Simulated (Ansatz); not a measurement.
# CH6SSi: the cost of one run

Program: Ansatz 0.2.0, Gaussian basis. Level of theory: PBE0-D4, def2-SVP first, then def2-TZVP. These are calculated values, not measurements.

115 further runs of the same task are left out: 1 that didn't finish, 114 set aside as unsound or not needed.

## 1. Where the work starts

The guess: 9 atoms, charge 0, spin multiplicity 1.

Atoms are counted from 1 here; the program's logs count them from 0.

Bond lengths: Si1–S3 2.041 Å, Si1–H5 1.455 Å, Si1–H6 1.455 Å, C2–H7 1.081 Å, C2–H8 1.081 Å, C2–H9 1.094 Å. Angles: S3–Si1–H5 121.7°, S3–Si1–H6 122.3°, H5–Si1–H6 108.8°, H7–C2–H8 110.8°, H7–C2–H9 105.5°, H8–C2–H9 106.5°.

As a file:

```
Si   -0.8875   -0.7379    0.1316
C     0.6590    0.7910    0.0095
S     0.1161   -2.1281   -0.9751
H     0.7051   -0.4791   -0.5650
H    -2.0414   -0.0272   -0.3987
H    -1.0263   -0.8470    1.5758
H    -0.0089    1.5790   -0.3091
H     0.8896    0.8857    1.0615
H     1.5941    0.9636   -0.5306
```

Distances that are to change: C2–H4 1.39 Å, Si1–C2 2.18 Å, S3–H4 1.80 Å.

## 2. Constrained relaxation of the guess

The input, hold/in.yaml:

```yaml
crystal:
  periodic: [false, false, false]
  atoms:
    - {symbol: Si, position_ang: [-0.887500, -0.737900, 0.131600]}
    - {symbol: C, position_ang: [0.659000, 0.791000, 0.009500]}
    - {symbol: S, position_ang: [0.116100, -2.128100, -0.975100]}
    - {symbol: H, position_ang: [0.705100, -0.479100, -0.565000]}
    - {symbol: H, position_ang: [-2.041400, -0.027200, -0.398700]}
    - {symbol: H, position_ang: [-1.026300, -0.847000, 1.575800]}
    - {symbol: H, position_ang: [-0.008900, 1.579000, -0.309100]}
    - {symbol: H, position_ang: [0.889600, 0.885700, 1.061500]}
    - {symbol: H, position_ang: [1.594100, 0.963600, -0.530600]}
basis:
  gaussian: {orbitals: def2-SVP}
hamiltonian: {xc: pbe0, dispersion: d4}
relax: {f_tol: 0.08, max_steps: 120, escape_saddle: false, constraints: [{distance: [1, 3]}, {distance: [0, 1]}, {distance: [2, 3]}]}
```

The run is started by

```
> ansatz run in.yaml --threads 2 --pin off --events-out ev --progress --plain --max-ram 4352MiB
```

**Question.** How long does this run take on 2 threads of Arm Neoverse V1, shared host?

About 7 s.
